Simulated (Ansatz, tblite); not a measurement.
# The cluster S4−: rung by rung

How do method and basis change the picture of the cluster S4− (doublet)?

Computed with Ansatz 0.2.0, Gaussian basis. Level: as each input shows.

Plan: GFN1-xTB, GFN2-xTB, PBE-D4/def2-TZVPD, r2SCAN-D4/def2-TZVPD, r2SCANh-D4/def2-TZVPD, HSE06-D4/def2-TZVPD, PBE-QIDH/def2-TZVPD, HF/def2-TZVPD, revPBE-D4/def2-TZVPD, PBE-D4/def2-SVPD, PBE0-D4/def2-SVPD, CCSD(T)/def2-TZVPD, RPA/def2-TZVPD.

### 1 The relaxed structure

The geometry is that of the doublet, from an earlier relaxation (PBE-D4/def2-TZVPD). At that level it is the lowest of the isomers that a small search found.

4 atoms, charge -1, spin multiplicity 2.

Bond lengths: S1–S3 1.970 Å, S2–S4 1.970 Å, S3–S4 2.249 Å. Angles: S1–S3–S4 106.5°, S2–S4–S3 106.5°.

The ion is computed in the gas phase, without counter-ions or solvent.

PBE0-D4/def2-TZVPD was run before; its log isn't repeated, and its numbers join the tables.

### 2 GFN1-xTB

Tight binding, by tblite at 300 K electronic temperature and without a spin-polarisation term:

```python
tblite.interface.Calculator('GFN1-xTB', numbers, positions, charge=-1, uhf=1).singlepoint()
```

Energy -407.1581 eV; 0.004 s.

### 3 GFN2-xTB

Tight binding, by tblite at 300 K electronic temperature and without a spin-polarisation term:

```python
tblite.interface.Calculator('GFN2-xTB', numbers, positions, charge=-1, uhf=1).singlepoint()
```

Energy -361.5921 eV; 0.004 s.

### 4 PBE-D4/def2-TZVPD

start.molden holds the orbitals of an earlier run on this state, given as this run's starting guess.

in.yaml reads:

```yaml
crystal:
  periodic: [false, false, false]
  atoms:
    - {symbol: S, position_ang: [-0.663794, 1.813142, 0.004115]}
    - {symbol: S, position_ang: [1.893022, -0.379710, -0.020310]}
    - {symbol: S, position_ang: [-1.467984, 0.015182, 0.016384]}
    - {symbol: S, position_ang: [0.238755, -1.448615, -0.000190]}
basis:
  gaussian: {orbitals: def2-TZVPD, initial_orbitals: start.molden}
total_charge: -1
magnetization: {spin_polarized: true, initial_magnetization: 1}
hamiltonian: {xc: pbe, dispersion: d4}
scf: {omitted_lower_state_checks: [starts]}
output: {orbitals: {seedname: orbitals}}
```

On the command line:

```bash
ansatz run in.yaml --threads 4 --pin off --events-out ev --progress --plain --max-ram 3916MiB
```

Standard output:

```text
Functional definition: PBE
  name "PBE"
  cite "Perdew, Burke & Ernzerhof, Phys. Rev. Lett. 77, 3865 (1996) doi:10.1103/PhysRevLett.77.3865"
  parent pbe
  parameter kappa = 0.804
  parameter beta = 0.06672455060314922
  exchange = pbe_x(kappa = kappa, mu = beta*pi^2/3)
  correlation = pbe_c(beta = beta)
these checks for a lower state are left out or cut short: starts
1172 factors; their error is unknown
mean field evaluation 1: about -43327.3218 eV, gradient 1.0e1 eV
mean field evaluation 2: about -43327.4365 eV, gradient 2.0e-1 eV
mean field evaluation 4: about -43327.4190 eV, gradient 2.2e-3 eV
mean field -43327.41903431 eV, -1592.2532811313 hartree, gradient 1.7e-5 eV, S^2 0.751820; 0 other end points of the search recorded, 0 dependent functions left out
reference -43327.41908566 eV, -1592.2532830187 hartree; 33, 32 occupied and 151, 152 virtual orbitals, 1172 factors
Total energy: -43327.63606252 eV, -1592.2612567709 hartree
Checks for a lower state left out: starts
```

Wall time 2.7 s (4 threads of Arm Neoverse V2, shared host).

From the report: HOMO 0.19 eV, LUMO 0.71 eV (over both spins); ⟨S²⟩ 0.752 (pure: 0.75). Doubts: highest occupied level lies above zero.

### 5 r2SCAN-D4/def2-TZVPD

in.yaml: that of step 4 with these lines changed.

```diff
@@ -11,3 +11,3 @@
 magnetization: {spin_polarized: true, initial_magnetization: 1}
-hamiltonian: {xc: pbe, dispersion: d4}
+hamiltonian: {xc: r2scan, dispersion: d4}
 scf: {omitted_lower_state_checks: [starts]}
```

Launched as before.

Standard output:

```text
Functional definition: r2SCAN
  name "r2SCAN"
  cite "Furness, Kaplan, Ning, Perdew & Sun, J. Phys. Chem. Lett. 11, 8208 (2020) doi:10.1021/acs.jpclett.0c02405"
  cite "Furness, Kaplan, Ning, Perdew & Sun, J. Phys. Chem. Lett. 11, 9248 (2020) doi:10.1021/acs.jpclett.0c03077"
  parent r2scan
  parameter k0 = 0.174
  parameter k1 = 0.065
  parameter a1 = 4.9479
  exchange = r2scan_x(k0 = k0, k1 = k1, a1 = a1)
  correlation = r2scan_c
these checks for a lower state are left out or cut short: starts
1172 factors; their error is unknown
mean field evaluation 1: about -43342.6094 eV, gradient 7.5e0 eV
mean field evaluation 2: about -43342.6532 eV, gradient 9.9e-2 eV
mean field evaluation 4: about -43342.6300 eV, gradient 5.5e-4 eV
mean field -43342.63004442 eV, -1592.8122754427 hartree, gradient 2.5e-5 eV, S^2 0.754027; 0 other end points of the search recorded, 0 dependent functions left out
reference -43342.63009185 eV, -1592.8122771856 hartree; 33, 32 occupied and 151, 152 virtual orbitals, 1172 factors
Total energy: -43342.67581439 eV, -1592.8139574579 hartree
Checks for a lower state left out: starts
```

It took 7 s on 4 threads of Arm Neoverse V2, shared host.

Report: HOMO -0.04 eV, LUMO 0.73 eV (over both spins); ⟨S²⟩ 0.754 (pure: 0.75).

### 6 r2SCANh-D4/def2-TZVPD

in.yaml: that of step 5 with these lines changed.

```diff
@@ -11,3 +11,3 @@
 magnetization: {spin_polarized: true, initial_magnetization: 1}
-hamiltonian: {xc: r2scan, dispersion: d4}
+hamiltonian: {xc: {name: r2SCANh}, dispersion: d4}
 scf: {omitted_lower_state_checks: [starts]}
```

Launched as before.

Standard output, cut to the lines that bear on the results:

```text
Functional definition: r2SCANh
  name "r2SCANh"
  cite "Bursch, Neugebauer, Ehlert & Grimme, J. Chem. Phys. 156, 134105 (2022) doi:10.1063/5.0086040"
  cite "Furness, Kaplan, Ning, Perdew & Sun, J. Phys. Chem. Lett. 11, 8208 (2020) doi:10.1021/acs.jpclett.0c02405"
  cite "Furness, Kaplan, Ning, Perdew & Sun, J. Phys. Chem. Lett. 11, 9248 (2020) doi:10.1021/acs.jpclett.0c03077"
  parent r2scan
[...]
1172 factors; their error is unknown
[...]
mean field -43342.24334656 eV, -1592.7980645585 hartree, gradient 2.2e-5 eV, S^2 0.755531; 0 other end points of the search recorded, 0 dependent functions left out
reference -43342.24338924 eV, -1592.7980661270 hartree; 33, 32 occupied and 151, 152 virtual orbitals, 1172 factors
Total energy: -43342.29427930 eV, -1592.7999363020 hartree
Checks for a lower state left out: starts
```

Run time: 9 s. Hardware: 4 threads of Arm Neoverse V2, shared host; peak memory 0.75 GiB.

HOMO -0.48 eV, LUMO 0.92 eV (over both spins); ⟨S²⟩ 0.756 (pure: 0.75).

### 7 HSE06-D4/def2-TZVPD

in.yaml: that of step 6 with these lines changed.

```diff
@@ -11,3 +11,3 @@
 magnetization: {spin_polarized: true, initial_magnetization: 1}
-hamiltonian: {xc: {name: r2SCANh}, dispersion: d4}
+hamiltonian: {xc: hse06, dispersion: d4}
 scf: {omitted_lower_state_checks: [starts]}
```

Launched as before.

Standard output, cut to the lines that bear on the results:

```text
Functional definition: HSE06
  name "HSE06"
  cite "Heyd, Scuseria & Ernzerhof, J. Chem. Phys. 118, 8207 (2003) doi:10.1063/1.1564060"
  cite "Krukau, Vydrov, Izmaylov & Scuseria, J. Chem. Phys. 125, 224106 (2006) doi:10.1063/1.2404663"
  cite "Heyd & Scuseria, J. Chem. Phys. 120, 7274 (2004) doi:10.1063/1.1668634"
  cite "Ernzerhof & Perdew, J. Chem. Phys. 109, 3313 (1998) doi:10.1063/1.476928"
  cite "Perdew, Burke & Ernzerhof, Phys. Rev. Lett. 77, 3865 (1996) doi:10.1103/PhysRevLett.77.3865"
  parent pbe
[...]
  # The whole range is PBE's own exchange, as in plane waves. The composition of these papers is wPBEh.
[...]
1260 factors; their error is unknown
82 factors; integrals over basis functions are off by at most 8.8e-5 eV
[...]
mean field -43329.46250417 eV, -1592.3283772637 hartree, gradient 3.8e-5 eV, S^2 0.755454; 0 other end points of the search recorded, 0 dependent functions left out
reference -43329.46255909 eV, -1592.3283792821 hartree; 33, 32 occupied and 151, 152 virtual orbitals, 1260 factors
Total energy: -43329.63805059 eV, -1592.3348284756 hartree
Checks for a lower state left out: starts
```

Wall time 4.7 s (4 threads of Arm Neoverse V2, shared host); peak memory 0.74 GiB.

HOMO -0.58 eV, LUMO 0.85 eV (over both spins); ⟨S²⟩ 0.755 (pure: 0.75).

### 8 PBE-QIDH/def2-TZVPD

in.yaml: that of step 7 with these lines changed.

```diff
@@ -11,4 +11,3 @@
 magnetization: {spin_polarized: true, initial_magnetization: 1}
-hamiltonian: {xc: hse06, dispersion: d4}
+hamiltonian: {xc: {name: PBE-QIDH}}
 scf: {omitted_lower_state_checks: [starts]}
-output: {orbitals: {seedname: orbitals}}
```

Same command.

Standard output, cut to the lines that bear on the results:

```text
Functional definition: PBE-QIDH
  name "PBE-QIDH"
  cite "Brémond, Sancho-García, Pérez-Jiménez & Adamo, J. Chem. Phys. 141, 031101 (2014) doi:10.1063/1.4890314"
  cite "Perdew, Burke & Ernzerhof, Phys. Rev. Lett. 77, 3865 (1996) doi:10.1103/PhysRevLett.77.3865"
[...]
1113 factors; integrals over basis functions are off by at most 1.3e-3 eV
[...]
mean field -43312.92588650 eV, -1591.7206677734 hartree, gradient 3.1e-6 eV, S^2 0.769316; 0 other end points of the search recorded, 0 dependent functions left out
20 core orbitals not correlated: weight in the atoms' cores, before any rotation towards them, 1.000 or more for the frozen orbitals, at most 0.000 for the correlated occupied ones
reference -43312.92590453 eV, -1591.7206684359 hartree; 13, 12 occupied and 151, 152 virtual orbitals, 1113 factors
second order -22.47081436 eV of doubles, -0.00000000 eV of singles
Total energy: -43320.41617599 eV, -1591.9959308348 hartree
Checks for a lower state left out: starts
```

It took 12 s on 4 threads of Arm Neoverse V2, shared host; peak memory 0.6 GiB.

Report: ⟨S²⟩ 0.769 (pure: 0.75).

### 9 HF/def2-TZVPD

in.yaml: that of step 8 with these lines changed.

```diff
@@ -11,3 +11,4 @@
 magnetization: {spin_polarized: true, initial_magnetization: 1}
-hamiltonian: {xc: {name: PBE-QIDH}}
+hamiltonian: {xc: hf}
 scf: {omitted_lower_state_checks: [starts]}
+output: {orbitals: {seedname: orbitals}}
```

Same command.

Standard output:

```text
Functional definition: HF
  name "HF"
  cite "Fock, Z. Phys. 61, 126 (1930) doi:10.1007/BF01340294"
  parent pbe
  exchange = exact_x
  correlation = 0
these checks for a lower state are left out or cut short: starts
1516 factors; their error is unknown
mean field evaluation 1: about -43270.1175 eV, gradient 3.0e1 eV
mean field evaluation 2: about -43270.9642 eV, gradient 1.3e0 eV
mean field evaluation 4: about -43271.4943 eV, gradient 3.2e-1 eV
mean field evaluation 8: about -43271.6736 eV, gradient 2.4e-5 eV
mean field -43271.67365888 eV, -1590.2046763700 hartree, gradient 3.1e-5 eV, S^2 0.783883; 0 other end points of the search recorded, 0 dependent functions left out
reference -43271.67365888 eV, -1590.2046763700 hartree; 33, 32 occupied and 151, 152 virtual orbitals, 1516 factors
Total energy: -43271.67365888 eV, -1590.2046763700 hartree
Checks for a lower state left out: starts
```

Wall time 8.5 s (4 threads of Arm Neoverse V2, shared host); peak memory 0.96 GiB.

Report: HOMO -2.86 eV, LUMO 4.14 eV (over both spins); ⟨S²⟩ 0.784 (pure: 0.75).

### 10 revPBE-D4/def2-TZVPD

in.yaml: that of step 9 with these lines changed.

```diff
@@ -11,3 +11,3 @@
 magnetization: {spin_polarized: true, initial_magnetization: 1}
-hamiltonian: {xc: hf}
+hamiltonian: {xc: {name: revPBE}, dispersion: d4}
 scf: {omitted_lower_state_checks: [starts]}
```

Same command.

Standard output:

```text
Functional definition: revPBE
  name "revPBE"
  cite "Zhang & Yang, Phys. Rev. Lett. 80, 890 (1998) doi:10.1103/PhysRevLett.80.890"
  cite "Perdew, Burke & Ernzerhof, Phys. Rev. Lett. 77, 3865 (1996) doi:10.1103/PhysRevLett.77.3865"
  parameter kappa = 1.245
  parameter beta = 0.06672455060314922
  exchange = pbe_x(kappa = kappa, mu = beta*pi^2/3)
  correlation = pbe_c(beta = beta)
these checks for a lower state are left out or cut short: starts
1172 factors; their error is unknown
mean field evaluation 1: about -43337.8001 eV, gradient 8.7e0 eV
mean field evaluation 2: about -43337.8823 eV, gradient 1.6e-1 eV
mean field evaluation 4: about -43337.8644 eV, gradient 8.4e-4 eV
mean field -43337.86442070 eV, -1592.6371420012 hartree, gradient 1.7e-5 eV, S^2 0.751989; 0 other end points of the search recorded, 0 dependent functions left out
reference -43337.86448327 eV, -1592.6371443007 hartree; 33, 32 occupied and 151, 152 virtual orbitals, 1172 factors
Total energy: -43338.40959163 eV, -1592.6571766634 hartree
Checks for a lower state left out: starts
```

Run time: 2.7 s. Hardware: 4 threads of Arm Neoverse V2, shared host.

HOMO 0.22 eV, LUMO 0.76 eV (over both spins); ⟨S²⟩ 0.752 (pure: 0.75). Doubts: highest occupied level lies above zero.

### 11 PBE-D4/def2-SVPD

in.yaml: that of step 10 with these lines changed.

```diff
@@ -8,6 +8,6 @@
 basis:
-  gaussian: {orbitals: def2-TZVPD, initial_orbitals: start.molden}
+  gaussian: {orbitals: def2-SVPD, initial_orbitals: start.molden}
 total_charge: -1
 magnetization: {spin_polarized: true, initial_magnetization: 1}
-hamiltonian: {xc: {name: revPBE}, dispersion: d4}
+hamiltonian: {xc: pbe, dispersion: d4}
 scf: {omitted_lower_state_checks: [starts]}
```

The command is unchanged.

Standard output:

```text
Functional definition: PBE
  name "PBE"
  cite "Perdew, Burke & Ernzerhof, Phys. Rev. Lett. 77, 3865 (1996) doi:10.1103/PhysRevLett.77.3865"
  parent pbe
  parameter kappa = 0.804
  parameter beta = 0.06672455060314922
  exchange = pbe_x(kappa = kappa, mu = beta*pi^2/3)
  correlation = pbe_c(beta = beta)
these checks for a lower state are left out or cut short: starts
1080 factors; their error is unknown
mean field evaluation 1: about -43312.4247 eV, gradient 6.2e0 eV
mean field evaluation 2: about -43312.5692 eV, gradient 1.6e-1 eV
mean field evaluation 4: about -43312.5530 eV, gradient 1.0e-3 eV
mean field -43312.55302075 eV, -1591.7069652097 hartree, gradient 2.0e-5 eV, S^2 0.751283; 0 other end points of the search recorded, 0 dependent functions left out
reference -43312.55305984 eV, -1591.7069666461 hartree; 33, 32 occupied and 75, 76 virtual orbitals, 1080 factors
Total energy: -43312.77003669 eV, -1591.7149403984 hartree
Checks for a lower state left out: starts
```

Run time: 1.6 s. Hardware: 4 threads of Arm Neoverse V2, shared host.

Report: HOMO 0.14 eV, LUMO 0.64 eV (over both spins); ⟨S²⟩ 0.751 (pure: 0.75). Doubts: highest occupied level lies above zero.

### 12 PBE0-D4/def2-SVPD

in.yaml: that of step 11 with these lines changed.

```diff
@@ -11,3 +11,3 @@
 magnetization: {spin_polarized: true, initial_magnetization: 1}
-hamiltonian: {xc: pbe, dispersion: d4}
+hamiltonian: {xc: pbe0, dispersion: d4}
 scf: {omitted_lower_state_checks: [starts]}
```

The command is unchanged.

Standard output:

```text
Functional definition: PBE0
  name "PBE0"
  cite "Adamo & Barone, J. Chem. Phys. 110, 6158 (1999) doi:10.1063/1.478522"
  cite "Perdew, Burke & Ernzerhof, Phys. Rev. Lett. 77, 3865 (1996) doi:10.1103/PhysRevLett.77.3865"
  parent pbe
  parameter a = 0.25
  parameter kappa = 0.804
  parameter beta = 0.06672455060314922
  exchange = (1 - a)*pbe_x(kappa = kappa, mu = beta*pi^2/3) + a*exact_x
  correlation = pbe_c(beta = beta)
these checks for a lower state are left out or cut short: starts
982 factors; integrals over basis functions are off by at most 1.0e-3 eV
mean field evaluation 1: about -43315.2850 eV, gradient 4.4e0 eV
mean field evaluation 2: about -43315.3941 eV, gradient 8.3e-2 eV
mean field evaluation 4: about -43315.4354 eV, gradient 2.8e-4 eV
mean field -43315.43535075 eV, -1591.8128888833 hartree, gradient 2.7e-5 eV, S^2 0.754395; 0 other end points of the search recorded, 0 dependent functions left out
reference -43315.43538109 eV, -1591.8128899985 hartree; 33, 32 occupied and 75, 76 virtual orbitals, 982 factors
Total energy: -43315.62039261 eV, -1591.8196890462 hartree
Checks for a lower state left out: starts
```

It took 2 s on 4 threads of Arm Neoverse V2, shared host.

From the report: HOMO -1.04 eV, LUMO 1.10 eV (over both spins); ⟨S²⟩ 0.754 (pure: 0.75).

### 13 CCSD(T)/def2-TZVPD

in.yaml: that of step 12 with these lines changed.

```diff
@@ -8,7 +8,7 @@
 basis:
-  gaussian: {orbitals: def2-SVPD, initial_orbitals: start.molden}
+  gaussian: {orbitals: def2-TZVPD, initial_orbitals: start.molden}
 total_charge: -1
 magnetization: {spin_polarized: true, initial_magnetization: 1}
-hamiltonian: {xc: pbe0, dispersion: d4}
-scf: {omitted_lower_state_checks: [starts]}
+correlation: {method: ccsd_t}
+scf: {omitted_lower_state_checks: [starts, cluster_reference]}
 output: {orbitals: {seedname: orbitals}}
```

Same command.

Standard output, cut to the lines that bear on the results:

```text
Functional definition: HF
  name "HF"
  cite "Fock, Z. Phys. 61, 126 (1930) doi:10.1007/BF01340294"
  parent pbe
[...]
1113 factors; integrals over basis functions are off by at most 1.3e-3 eV
[...]
mean field -43271.67430739 eV, -1590.2047002024 hartree, gradient 3.9e-6 eV, S^2 0.783884; 0 other end points of the search recorded, 0 dependent functions left out
20 core orbitals not correlated: weight in the atoms' cores, before any rotation towards them, 1.000 or more for the frozen orbitals, at most 0.000 for the correlated occupied ones
reference -43271.67430739 eV, -1590.2047002024 hartree; 13, 12 occupied and 151, 152 virtual orbitals, 1113 factors
second order -18.89755624 eV of doubles, -0.00000000 eV of singles
cycle   1  -19.26951400 eV  change   -3.7e-1 eV  update   1.6e-1
[...]
cycle  16  -20.20023077 eV  change    2.7e-5 eV  update   1.3e-5
perturbative correction -1.39763973 eV, -0.0513623128 hartree
Total energy: -43293.27217789 eV, -1590.9984073036 hartree
Checks for a lower state left out: starts, cluster_reference
```

It took 6.6 min on 4 threads of Arm Neoverse V2, shared host; peak memory 2.1 GiB.

From the report: Hartree-Fock HOMO -2.86 eV, LUMO 4.14 eV (over both spins); ⟨S²⟩ 0.784 (pure: 0.75); T1 0.057. Doubts: large T1 diagnostic.

### 14 RPA/def2-TZVPD

in.yaml: that of step 13 with these lines changed.

```diff
@@ -11,4 +11,4 @@
 magnetization: {spin_polarized: true, initial_magnetization: 1}
-correlation: {method: ccsd_t}
-scf: {omitted_lower_state_checks: [starts, cluster_reference]}
-output: {orbitals: {seedname: orbitals}}
+hamiltonian: {xc: pbe}
+correlation: {method: rpa}
+scf: {omitted_lower_state_checks: [starts]}
```

Same command.

Standard output, cut to the lines that bear on the results:

```text
Functional definition: PBE
  name "PBE"
  cite "Perdew, Burke & Ernzerhof, Phys. Rev. Lett. 77, 3865 (1996) doi:10.1103/PhysRevLett.77.3865"
  parent pbe
[...]
1113 factors; integrals over basis functions are off by at most 1.3e-3 eV
[...]
mean field -43327.41901596 eV, -1592.2532804570 hartree, gradient 7.8e-6 eV, S^2 0.751820; 0 other end points of the search recorded, 0 dependent functions left out
20 core orbitals not correlated: weight in the atoms' cores, before any rotation towards them, 1.000 or more for the frozen orbitals, at most 0.000 for the correlated occupied ones
reference -43269.85278793 eV, -1590.1377605969 hartree; 13, 12 occupied and 151, 152 virtual orbitals, 1113 factors
Total energy: -43301.62980372 eV, -1591.3055443878 hartree
Checks for a lower state left out: starts
```

Run time: 4.4 s. Hardware: 4 threads of Arm Neoverse V2, shared host.

From the report: ⟨S²⟩ 0.752 (pure: 0.75).

### 15 Levels side by side

```
                level  functions  HOMO (eV)  LUMO (eV)  gap (eV)   ⟨S²⟩   time
        HF/def2-TZVPD        184      -2.86       4.14      7.00  0.784  8.5 s
     PBE-D4/def2-SVPD        108       0.14       0.64      0.50  0.751  1.6 s
    PBE-D4/def2-TZVPD        184       0.19       0.71      0.52  0.752  2.7 s
 revPBE-D4/def2-TZVPD        184       0.22       0.76      0.54  0.752  2.7 s
 r2SCAN-D4/def2-TZVPD        184      -0.04       0.73      0.77  0.754    7 s
r2SCANh-D4/def2-TZVPD        184      -0.48       0.92      1.41  0.756    9 s
    PBE0-D4/def2-SVPD        108      -1.04       1.10      2.14  0.754    2 s
   PBE0-D4/def2-TZVPD        184      -0.98       1.20      2.18  0.756    6 s
  HSE06-D4/def2-TZVPD        184      -0.58       0.85      1.43  0.755  4.7 s
```

Energy pieces by basis (eV):

```
     basis           HF  MP2 correlation  CCSD correlation      (T)        total
def2-TZVPD  -43271.6743         -18.8976          -20.2002  -1.3976  -43293.2722
```

### 16 Summary of results

```
                                                                    quantity                             value
 gap in def2-TZVPD, named functionals and Hartree-Fock, smallest and largest    0.52 eV (PBE-D4), 7.00 eV (HF)
                                      correlation energy, CCSD(T)/def2-TZVPD                         -21.60 eV
⟨S²⟩ in def2-TZVPD, named functionals and Hartree-Fock, smallest and largest                      0.752, 0.784
                             PBE0 total energy, smallest basis above largest  14.78 eV (def2-SVPD, def2-TZVPD)
```

**Reading.** Orbital gaps of the named functionals and Hartree-Fock in def2-TZVPD span 0.52 eV (PBE-D4) to 7.00 eV (HF); exact exchange widens it. Over the named functionals and Hartree-Fock in def2-TZVPD spin contamination reaches 0.03 (HF), which is small. PBE-D4, revPBE-D4 put the HOMO above zero; others here keep it below zero, so the sign hangs on the functional's self-interaction and doesn't show that the species is unbound. Notes on CCSD(T)/def2-TZVPD: large T1 diagnostic.

The slowest run with a step of its own, CCSD(T)/def2-TZVPD, took 6.6 min; the quickest functional in def2-TZVPD took 2.7 s (shared host).
